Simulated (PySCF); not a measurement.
Geometries of 3 isomers of C2H2N2S, from PBE0-D3(BJ)/def2-SVP geometry optimisation, gas phase in PySCF. One conformer each, no zero-point energy, no frequencies.

Question: Which is lowest in electronic energy at this level?
A.
```xyz
7
angstrom
C      1.093   -0.110   -0.352
N      0.685   -1.062    0.429
N     -0.557   -0.850    0.907
C     -1.077    0.260    0.484
S     -0.051    1.165   -0.569
H      2.073   -0.106   -0.833
H     -2.075    0.601    0.764
```
B.
```xyz
7
angstrom
C     -0.351   -0.748    0.028
C      0.822    0.066    0.059
N      0.576    1.351   -0.056
S     -1.051    1.523   -0.196
N     -1.465   -0.064   -0.110
H     -0.380   -1.837    0.108
H      1.849   -0.291    0.167
```
C.
```xyz
7
angstrom
C     -0.939   -0.249   -0.295
N      0.244   -0.914   -0.186
C      1.096   -0.141    0.424
S      0.410    1.379    0.841
N     -1.052    0.964    0.182
H     -1.795   -0.724   -0.783
H      2.129   -0.417    0.648
```

Answer: C. That is 1,2,4-thiadiazole, `c1ncsn1`, 6.0 kcal/mol below the next.

```csv
SMILES,atoms numbered as above,E (Eh),relative (kcal/mol),relative (kJ/mol),dipole (D)
c1ncsn1,[cH:1]1[n:2][cH:3][s:4][n:5]1,-584.48075,0.0,0.0,1.60
c1cnsn1,[cH:1]1[cH:2][n:3][s:4][n:5]1,-584.47122,6.0,25.0,1.45
c1nncs1,[cH:1]1[n:2][n:3][cH:4][s:5]1,-584.45924,13.5,56.5,3.25
```

As drawn, the highest has an N–N linkage, which the lowest lacks.
